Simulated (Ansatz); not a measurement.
Species: H3N, SMILES `N` (charge 0, multiplicity 1).

Q: Give a relaxed geometry from PBE0-D4/def2-SVP (Ansatz, a program for electronic structure).

A: the end point of this relaxation (outside a Z-matrix the atoms follow the SMILES, hydrogens last).
Z-matrix (Å, degrees):
```
N
H 1 1.0199
H 1 1.0199 2 105.25
H 1 1.0199 2 105.25 3 -110.91
```
